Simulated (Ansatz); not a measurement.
`CC[C@@H](C)[C@H](C)CC` + `CNN` → `CN(C)N` + `CCC(C)C(C)C`  (substitution at a C–C bond)

Isolated molecules relaxed with PBE0-D4/def2-TZVP in Ansatz; ΔE leaves out vibrations. CBS: MP2 limit from def2 TZ/QZ plus the TZ coupled-cluster correction, frozen cores. This one scheme is used for every species. Each species was taken in one conformer, which may not be the lowest.

`CC[C@@H](C)[C@H](C)CC`:

Cartesian coordinates in Å:
```
C 0.008 0.593 -2.709
C 1.130 0.549 -1.686
C 0.872 -0.354 -0.479
C 2.098 -0.362 0.426
C -0.433 -0.021 0.266
C -0.459 1.396 0.823
C -0.737 -1.058 1.348
C -2.171 -1.025 1.851
H -0.890 1.073 -2.315
H 0.311 1.152 -3.598
H -0.271 -0.415 -3.032
H 1.355 1.565 -1.341
H 2.045 0.197 -2.174
H 0.743 -1.374 -0.868
H 1.991 -1.058 1.259
H 2.294 0.631 0.840
H 2.985 -0.658 -0.139
H -1.241 -0.100 -0.473
H -1.425 1.622 1.279
H 0.305 1.536 1.593
H -0.289 2.143 0.045
H -0.524 -2.055 0.945
H -0.055 -0.919 2.193
H -2.350 -1.817 2.582
H -2.879 -1.166 1.029
H -2.413 -0.076 2.335
```

`CNN`:

Z-matrix (Å, degrees):
```
C
N 1 1.445
H 1 1.093 2 108.8
H 1 1.102 2 114.0 3 121.0
H 1 1.091 2 109.0 3 -118.4
N 2 1.412 1 110.6 3 -178.7
H 2 1.015 1 109.7 3 -55.4
H 6 1.017 2 112.5 1 83.6
H 6 1.011 2 108.7 1 -156.0
```

`CN(C)N`:

Cartesian coordinates in Å:
```
C -0.469 -1.209 0.439
N 0.183 -0.247 -0.417
C -0.563 0.986 -0.510
N 1.504 -0.048 0.040
H -1.462 -1.432 0.044
H -0.586 -0.845 1.476
H 0.121 -2.124 0.461
H -0.654 1.497 0.467
H -0.069 1.665 -1.208
H -1.570 0.785 -0.884
H 2.045 0.346 -0.720
H 1.519 0.626 0.810
```

`CCC(C)C(C)C`:

Z-matrix (Å, degrees):
```
C
C 1 1.520
H 1 1.092 2 112.0
H 1 1.093 2 111.1 3 120.0
H 1 1.094 2 111.0 3 -120.3
C 2 1.528 1 113.9 3 62.8
H 2 1.096 1 109.3 3 -59.7
H 2 1.094 1 108.6 3 -175.1
C 6 1.540 2 113.2 1 165.8
C 6 1.523 2 111.5 1 -67.8
H 6 1.099 2 107.1 1 49.3
C 9 1.523 6 112.1 2 -69.3
C 9 1.523 6 113.5 2 56.7
H 9 1.098 6 105.9 2 174.3
H 10 1.093 6 111.0 2 -179.6
H 10 1.094 6 111.4 2 -59.5
H 10 1.092 6 111.7 2 60.5
H 12 1.094 9 111.3 6 -53.2
H 12 1.094 9 111.7 6 67.4
H 12 1.093 9 110.8 6 -173.2
H 13 1.094 9 111.3 6 -66.8
H 13 1.092 9 112.2 6 54.2
H 13 1.093 9 110.5 6 174.1
```

```
             level  ΔE (kJ/mol)
SCS-MP2/def2-TZVPP          7.6
    MP2/def2-QZVPP          9.3
```

Question: What does CCSD(T)/CBS give? (Best estimate.)

Answer: Ansatz gave: +9.6 kJ/mol. The listed levels differ from it by -2.0, -0.3 kJ/mol.

Largest T1 diagnostic among the species: 0.009.
